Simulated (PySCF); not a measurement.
An unknown is described by computed data only.

Formula: C2H4.

| Property | Result |
| --- | --- |
| 13C NMR | chemical shifts (computed TMS as zero) by class: 130.9 (2 C) ppm [GIAO PBE0/pcSseg-1] |
| Couplings | largest of the computed one-bond spin–spin couplings (means over like bonds): 13C–1H +162.7 (×4), 13C–13C +80.9 Hz [B3LYP/pcJ-1] |
| Polarisability | 26.3 au [CAM-B3LYP/def2-SVPD] |
| XPS | C1s 290.7 (×2) eV [ΔSCF SCAN, pcX-2 on the ionised atom, pcseg-1 elsewhere, spin-free X2C] |
| Rotational structure | rotational constants A, B, C: 150.031, 30.646, 25.448 GHz [GFN2-xTB] |
| UV, first state | lowest singlet excitation: 7.72 eV (161 nm, f = 0.072) [TDDFT CAM-B3LYP/def2-SVPD] |
| UV, strongest line | among the 8 lowest singlet transitions: S2 at 7.91 eV (157 nm, f = 0.374) [TDDFT CAM-B3LYP/def2-SVPD] |
| 1H NMR | chemical shifts (computed TMS as zero) by class: 5.79 (4 H) ppm [GIAO PBE0/pcSseg-1] |
| Dipole | 0.00 D [CAM-B3LYP/def2-SVPD] |

Gas-phase values; electronic properties from PySCF, density fitting. Levels stand in brackets. Geometry: GFN2-xTB; no solvent, vibrations or thermal averaging. Each NMR value is the plain mean over a class of atoms that symmetry, rotation or inversion makes alike.

Question: Give a SMILES that accounts for the data.

Answer: Its formula, C2H4, gives 1 degree of unsaturation: 0 rings and 1 π bond in the structure found. 2 carbons fall into 1 class: terminal =CH2 carbon (130.9 ppm, 2 C). All hydrogens form one class (5.79 ppm): vinylic hydrogen. The couplings run between: +162.7 Hz, terminal =CH2 carbon and its hydrogen (with 3 like pairs); +80.9 Hz, terminal =CH2 carbon and terminal =CH2 carbon. The core levels belong to: C1s 290.7 eV, terminal =CH2 carbon. The vanishing dipole is forced by symmetry. The optimised geometry has point group D2h and is an asymmetric top. Structure: ethene (`C=C`).
